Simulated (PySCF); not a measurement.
Species: C3H4F2O.
SMILES with atom numbers: `[CH2:1]=[C:2]([F:3])[O:4][CH2:5][F:6]` (hydrogens: H7, H8 on C1; H9, H10 on C5)

Geometry (PBE0-D3(BJ)/def2-SVP, Å), atoms numbered from 1 in this order:
```
atom  x, y, z in Å
C1    -1.4681    0.1089   -0.1501
C2    -0.4654    0.9444    0.1134
F3    -0.6196    2.2518    0.1506
O4     0.8206    0.6612    0.3728
C5     1.2967   -0.5862    0.0175
F6     0.8512   -1.5459    0.8695
H7    -1.3294   -0.9684   -0.0935
H8    -2.4478    0.5224   -0.3825
H9     0.9636   -0.8491   -1.0026
H10    2.3920   -0.5289    0.0901
```

Theory: EOM-IP-CCSD/aug-cc-pVDZ in PySCF, restricted Hartree–Fock reference, 6 core orbitals frozen, non-relativistic, gas phase, PBE0-D3(BJ)/def2-SVP geometry.

Hartree–Fock orbital energies give these Koopmans values (eV): HOMO 10.03, HOMO-1 14.37, HOMO-2 15.40, HOMO-3 15.99, HOMO-4 16.46, HOMO-5 16.87, HOMO-6 18.57, HOMO-7 19.30.

Question: What vertical ionisation energies does EOM-IP-CCSD give?

Answer: 
| leading hole (HF orbital) | Koopmans (eV) | EOM-IP-CCSD (eV) | change (eV) | one-hole share |
| --- | --- | --- | --- | --- |
| HOMO | 10.03 | 9.70 | -0.33 | 0.96 |
| HOMO-1 | 14.37 | 12.85 | -1.52 | 0.96 |
| HOMO-2 | 15.40 | 13.33 | -2.07 | 0.94 |
| HOMO-4 | 16.46 | 14.34 | -2.12 | 0.95 |
| HOMO-3 | 15.99 | 14.60 | -1.39 | 0.95 |
| HOMO-5 | 16.87 | 14.77 | -2.10 | 0.95 |
| HOMO-6 | 18.57 | 16.12 | -2.45 | 0.94 |
| HOMO-7 | 19.30 | 17.21 | -2.09 | 0.94 |

Question: Does the order of the lines follow the orbital energies?

Answer: No: the HOMO-4 hole (14.34 eV) falls below the HOMO-3 hole (14.60 eV). The corrections run from -2.45 to -0.33 eV, with a mean of -1.76 eV over the 8 lines; no line lies above its Koopmans value. Koopmans values leave out both the relaxation of the orbitals and the change in correlation energy.

Question: At what kinetic energies would He I light (21.22 eV) eject these electrons?

Answer: 11.52 eV (HOMO), 8.37 eV (HOMO-1), 7.89 eV (HOMO-2), 6.88 eV (HOMO-4), 6.62 eV (HOMO-3), 6.45 eV (HOMO-5), 5.10 eV (HOMO-6), 4.01 eV (HOMO-7).

One root was sought for each valence orbital with −ε under 21 eV, eight at most, so deeper holes and satellites are missing; no vibrational structure.

One conformer stands for the species.
